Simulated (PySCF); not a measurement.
# TDDFT excited states: C5H10S

Compound: C₅H₁₀S.
Atom-mapped SMILES: `[CH3:1][CH:2]([CH3:3])[C@H:4]1[CH2:5][S:6]1` (hydrogens: H7, H8, H9 on C1; H10 on C2; H11, H12, H13 on C3; H14 on C4; H15, H16 on C5)

Method used: PySCF, TDDFT B3LYP/def2-SVPD, vertical, gas phase, core orbitals frozen in the response. Isolated species at its GFN2-xTB geometry (one conformer only). Torsions of this conformer, `[CH3:1][CH:2]([CH3:3])[C@H:4]1[CH2:5][S:6]1`: C1–C2–C4–C5 83°.

| state | λ (nm) | E (eV) | f | \|μ\| (D) | main configurations (H = HOMO, L = LUMO) |
| --- | --- | --- | --- | --- | --- |
| S1 | 256.8 | 4.83 | 0.0001 | 0.07 | H→L (97%) |
| S2 | 212.3 | 5.84 | 0.0072 | 0.57 | H→L+1 (83%), H→L+2 (16%) |
| S3 | 205.7 | 6.03 | 0.035 | 1.23 | H→L+2 (70%), H→L+1 (13%), H→L+3 (11%) |
| S4 | 199.7 | 6.21 | 0.036 | 1.24 | H→L+3 (88%), H→L+2 (8%) |
| S5 | 191.2 | 6.48 | 0.0043 | 0.42 | H→L+4 (89%) |
| S6 | 174.3 | 7.11 | 0.016 | 0.76 | H→L+5 (92%) |
| S7 | 167.3 | 7.41 | 0.032 | 1.06 | H-1→L (59%), H→L+7 (27%) |
| S8 | 166.1 | 7.46 | 0.013 | 0.69 | H→L+7 (60%), H-1→L (26%) |

Triplets, Tamm–Dancoff:

```json
{"state": "T1", "E (eV)": "4.43", "λ (nm)": "279.6", "main configurations (H = HOMO, L = LUMO)": "H→L (94%)"}
{"state": "T2", "E (eV)": "5.36", "λ (nm)": "231.2", "main configurations (H = HOMO, L = LUMO)": "H→L+1 (51%), H→L+2 (37%)"}
{"state": "T3", "E (eV)": "5.91", "λ (nm)": "209.8", "main configurations (H = HOMO, L = LUMO)": "H→L+2 (43%), H→L+1 (31%), H→L+3 (15%)"}
```

The lowest singlet comes at 257 nm (466 kJ/mol) in the ultraviolet; it is dark (f under 0.0005); its leading configuration is HOMO→LUMO (97%). The strongest level in the table is S4 at 6.21 eV (200 nm, f = 0.036). Löwdin shares by element: HOMO sulfur 74%, carbon 17% or more; LUMO sulfur 52%, carbon 29% or more (atoms not listed hold the other 19%). Weighted by f, the mean energy of these states is 6.64 eV. Orbital energies (eV): HOMO-3 -9.37, HOMO-2 -8.70, HOMO-1 -8.34, HOMO -6.24, LUMO -0.06, LUMO+1 0.40, LUMO+2 0.72. Of the 8 states listed, 5 reach f = 0.01 and 1 stays under 0.0005. The window holds the lowest 8 singlets.
